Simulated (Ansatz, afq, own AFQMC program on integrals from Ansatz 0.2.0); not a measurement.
# The Se1–H2 bond of H₂Se, singlet, worked out

```xyz
3

Se    0.5611   -0.2749    0.2804
H     0.0461    1.0947    0.1446
H    -0.6073   -0.8198   -0.4250
```

The molecule and both fragments are relaxed with PBE0/def2-SVP; the fragments keep their bonds.

Basis def2-TZVP. Noble-gas cores (and the filled d shells of Ga–Kr and In–Xe) are frozen. Ansatz 0.2.0 and our own AFQMC program on the same integrals; the CISD trial comes from CCSD amplitudes, and released means the phaseless constraint is let go. Uncertainties: one standard error, sampling alone. No spin–orbit coupling.

Total energies in eV. CBS is CCSD(T) at the limit of def2-TZVPP/QZVPP (extrapolated itself); the highest rung of each member is named.

Cautions: inner d shell frozen; no relativity below Rb; no spin-orbit coupling.

```csv
member,count,CCSD(T)/def2-TZVP,highest rung in def2-TZVP,which,CCSD(T)/CBS
"HSe, doublet",+1,-65322.7479,-65322.7707,CCSDT(Q),-65324.8716
H (doublet),+1,-13.6005,-13.6005,FCI,-13.6059
"H₂Se, singlet",-1,-65339.8761,-65339.9003,CCSDT(Q),-65342.1796
```

**Question.** Work out the best estimate of the bond energy: the CCSD(T)/CBS difference plus the step from CCSD(T) to the highest rung.

**Answer.** Sums with the counts: CCSD(T)/CBS 3.7021 eV, highest rung 3.5291 eV, CCSD(T)/def2-TZVP 3.5277 eV. The step is 3.5291 − 3.5277 = 0.0014 eV, so the best estimate is 3.7021 + (0.0014) = 3.7035 eV. The basis set is worth 0.174 eV of it. Zero-point, core-correlation and spin–orbit terms aren't in it. Past Ne the Hartree–Fock part of each CBS total tends to overshoot, since the cores don't follow the formula; that largely cancels in the difference.

Best estimates are given only where the step beyond CCSD(T) is under 0.3 eV and no member's determinant is very poor (T1 over 0.05, or 0.07 for open shells, ⟨S²⟩ too high by 0.3, two states mixed), so the hardest cases are missing from such tables.

CCSDT and higher add their correlation energy to the determinant of the CCSD(T) run, since their own runs factorise the integrals more tightly (a shift of under 2 meV). Each member of a difference takes its own highest rung, so a best estimate needn't equal the limit plus the step of one row.
